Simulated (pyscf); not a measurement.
H₃C–InH₂ (SMILES [CH3][InH2]) + CH₃• (SMILES [CH3]) -> H₃C–CH₃ (SMILES CC) + InH₂• (SMILES [InH2]), a substitution at C (doublet surface; C–In broken, C–C formed). Structures and frequencies: ωB97X-D3(BJ)/def2-SVP in PySCF. Energies in kcal/mol from the separated reactants.

Small-basis levels: PySCF, no dispersion term, spherical d functions. Open shells are spin-unrestricted. 

**Question.** In single points SVWN5/6-31G*+LANL2DZ puts the saddle at 4.6 kcal/mol and the reaction energy at -41.3 kcal/mol. Should these be trusted to within a few kcal/mol? Compare with ωB97M-D3(BJ)/def2-TZVP.

**Answer.** ωB97M-D3(BJ)/def2-TZVP gives ΔE‡ = 24.4 kcal/mol and ΔE = -30.8 kcal/mol. SVWN5/6-31G*+LANL2DZ lies 19.8 kcal/mol under it in the barrier and 10.5 kcal/mol under it in the reaction energy, so on this step it does not hold to within 3.0 kcal/mol. ωB97M-D3(BJ)/def2-TZVP has limits of its own. One saddle was located; it need not be the lowest between these sides. The angle at the attacked C is 172°. In the def2 sets elements past Kr carry core potentials, without spin-orbit coupling.
